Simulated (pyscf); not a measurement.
`[Cl][SnH]([Cl])[Cl]` -> `[ClH]` + `[Cl][Sn][Cl]` [singlet] (1,1-elimination; singlet surface; Cl–Sn, H–Sn broken, Cl–H formed). PySCF, gas phase, ωB97X-D3(BJ)/def2-SVP geometries. MP2 and CC: frozen core, UHF for open shells. ΔMP2 is the change of the MP2 total energy from the triple- to the quadruple-zeta basis. Energies in eV from the reactant's lowest minimum found.

```tsv
level	barrier	reaction energy
ωB97X-D3(BJ)/def2-TZVP	2.14	+0.67
r²SCAN/def2-TZVP	1.65	+0.46
B3LYP-D3(BJ)/def2-TZVP	1.70	+0.24
PBE0-D3(BJ)/def2-TZVP	1.77	+0.46
HF/def2-TZVP	2.70	+0.50
MP2/def2-QZVPP	1.90	+0.42
CCSD(T)/def2-TZVPP + ΔMP2(QZVPP)	1.94	+0.46
```

On the product side the descent ends in a complex (not fully relaxed), 0.26 eV under the separated species and 1.73 eV under the saddle at ωB97X-D3(BJ)/def2-TZVP. This is the saddle that the search found; another between the same sides may lie lower. The CCSD(T) − MP2 part came from Ansatz, without density fitting, on the same reference. The frozen core leaves the outer d or s,p core shells of the metals and heavy elements correlated in the MP2 and CC values, and def2-TZVPP describes them poorly, which can shift differences by a few kcal/mol. Elements past Kr carry the def2 core potentials, without spin-orbit coupling.
